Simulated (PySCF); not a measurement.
# SiF2 (SMILES F[Si]F): levels of theory compared

We compute a comparison of 4 runs (MP2/STO-3G, CCSDT/STO-3G, CISD/STO-3G, FCI/STO-3G) of SiF2. Input form: a Python script.

Program for the calculation: PySCF 2.14.0.

21 further runs of the same task are left out: 4 that didn't finish, 17 set aside as unsound or not needed.

### Step 1. The system as given

The species is SiF2 (3 atoms), meant as a singlet with charge 0. As SMILES, `F[Si]F`. One bond was lengthened or shortened from a relaxed shape.

Bond lengths: Si1–F2 1.617 Å, Si1–F3 1.939 Å. Angles: F2–Si1–F3 92.6°.

### Step 2. A single-point energy at MP2/STO-3G (run 1)

calc.py reads:

```python
from pyscf import gto, mp

mol = gto.Mole()
mol.atom = '''
Si     0.451773    -0.026870    -1.826600
F      2.647087    -0.045125     0.300041
F     -2.211263     0.047281     0.688314
'''
mol.verbose = 3
mol.charge = 0
mol.max_memory = 1860
mol.unit = 'bohr'
mol.basis = 'sto-3g'
mol.build()

mf = mol.RHF()
mf.conv_tol = 1e-10
mf.kernel()
if not mf.converged:
    mf = mf.newton().run(mf.mo_coeff, mf.mo_occ)

pt = mp.MP2(mf, frozen=7).run()
e_tot = pt.e_tot
print('Final energy', e_tot)
```

On the command line:

```bash
$ OMP_NUM_THREADS=1 python calc.py
```

Standard output:

```text
converged SCF energy = -481.632719353911
E(RMP2) = -481.711256850155  E_corr = -0.078537496243805
E(SCS-RMP2) = -481.714932087677  E_corr = -0.082212733766172
Final energy -481.711256850155
```

Wall time 0.83 s (1 thread of Arm Neoverse V1, shared host); peak memory 0.12 GiB.

### Step 3. A single-point energy at CCSDT/STO-3G (run 2)

input.xyz reads:

```xyz
3

Si     0.239068    -0.014219    -0.966595
F      1.400778    -0.023879     0.158775
F     -1.170150     0.025020     0.364240
```

input.py reads:

```python
from pyscf import gto, cc

system = gto.M(
    atom='input.xyz',
    verbose=4,
    basis='sto-3g',
    max_memory=1860,
)

myscf = system.RHF()
myscf.conv_tol = 1e-10
myscf.kernel()
if not myscf.converged:
    myscf = myscf.newton().run(myscf.mo_coeff, myscf.mo_occ)

mycc = cc.CCSDT(myscf, frozen=7)
mycc.kernel()
energy = mycc.e_tot
print(f'total energy: {energy:.8f} hartree')
```

On the command line:

```bash
$ OMP_NUM_THREADS=1 python input.py
```

Standard output:

```text
PySCF version 2.14.0

[INPUT] num. atoms = 3
[INPUT] num. electrons = 32
[INPUT] charge = 0
[INPUT] spin (= nelec alpha-beta = 2S) = 0
[INPUT] symmetry False subgroup None
[INPUT] Mole.unit = angstrom
[INPUT] Symbol           X                Y                Z      unit          X                Y                Z       unit  Magmom
[INPUT]  1 Si     0.239068000000  -0.014219000000  -0.966595000000 AA    0.451773045148  -0.026870015765  -1.826599823374 Bohr   0.0
[INPUT]  2 F      1.400778000000  -0.023879000000   0.158775000000 AA    2.647086781316  -0.045124770128   0.300041265428 Bohr   0.0
[INPUT]  3 F     -1.170150000000   0.025020000000   0.364240000000 AA   -2.211263024660   0.047280947637   0.688313843612 Bohr   0.0

[... 48 lines left out ...]
converged SCF energy = -481.63271938112
[... 16 lines left out ...]
WARN: A large `blksize` is being used, which may cause large memory consumption
[... 13 lines left out ...]
Init t2, MP2 energy = -481.711256870334  E_corr(MP2) -0.078537489214
[... 21 lines left out ...]
RCCSDT converged
[... 3 lines left out ...]
total energy: -481.74138605 hartree
```

Run time: 1.8 s. Hardware: 1 thread of Arm Neoverse V1, shared host; peak memory 0.12 GiB.

Run 3 isn't shown in full; the table further down has it.

### Step 4. A single-point energy at FCI/STO-3G (run 4)

calc.py reads:

```python
from pyscf import gto, scf, mcscf
from pyscf import fci

molecule = gto.Mole()
molecule.atom = '''
Si     0.451773    -0.026870    -1.826600
F      2.647087    -0.045125     0.300041
F     -2.211263     0.047281     0.688314
'''
molecule.charge = 0
molecule.unit = 'bohr'
molecule.max_memory = 1860
molecule.verbose = 3
molecule.basis = 'sto-3g'
molecule.build()

mf = scf.RHF(molecule)
mf.conv_tol = 1e-10
mf.kernel()
if not mf.converged:
    mf = mf.newton().run(mf.mo_coeff, mf.mo_occ)

cas = mcscf.CASCI(mf, mf.mo_coeff.shape[-1] - 7, (molecule.nelec[0] - 7, molecule.nelec[1] - 7))  # full CI above the frozen core
cas.fcisolver = fci.direct_spin0.FCI(molecule)  # even spin states alone
cas.kernel()
print('<S^2> = %.4f' % cas.fcisolver.spin_square(cas.ci, cas.ncas, cas.nelecas)[0])
e_final = cas.e_tot
print('Final energy', e_final)
```

On the command line:

```bash
$ OMP_NUM_THREADS=1 python calc.py
```

Standard output:

```text
converged SCF energy = -481.632719353911
CASCI E = -481.742403902417  E(CI) = -77.3075199013750  S^2 = 0.0000000
<S^2> = 0.0000
Final energy -481.74240390241664
```

Run time: 1.6 s. Hardware: 1 thread of Arm Neoverse V1, shared host; peak memory 0.13 GiB.

### Step 5. All runs side by side

```csv
run,level,energy (Eh),dipole moment (D) of the reference,HOMO energy (eV),LUMO energy (eV),wall time
1,MP2/STO-3G,-481.711257,2.10,-6.93,5.83,0.83 s
2,CCSDT/STO-3G,-481.741386,2.10,-6.93,5.83,1.8 s
3,CISD/STO-3G,-481.728148,2.10,-6.93,5.83,0.85 s
4,FCI/STO-3G,-481.742404,2.10,-6.93,5.83,1.6 s
```

### Step 6. Outcome

| quantity | value |
| --- | --- |
| run 4: total energy | -481.74240 Eh |
| run 4: dipole moment (Hartree–Fock density) | 2.10 D |
| run 4: HOMO energy (Hartree–Fock orbitals) | -6.93 eV |
| run 4: LUMO energy (Hartree–Fock orbitals) | 5.83 eV |
| run 4: HOMO–LUMO gap (Hartree–Fock orbitals) | 12.76 eV |
| run 4: correlation energy (7 core orbitals frozen) | -109.7 mEh |

**Reading.** Against full CI in this basis: MP2 +31.1 mEh; CCSDT +1.0 mEh; CISD +14.3 mEh. In runs 1, 2, 3, 4 the basis is minimal, so the values are rough. All runs together took 5.1 s, the longest 1.8 s.
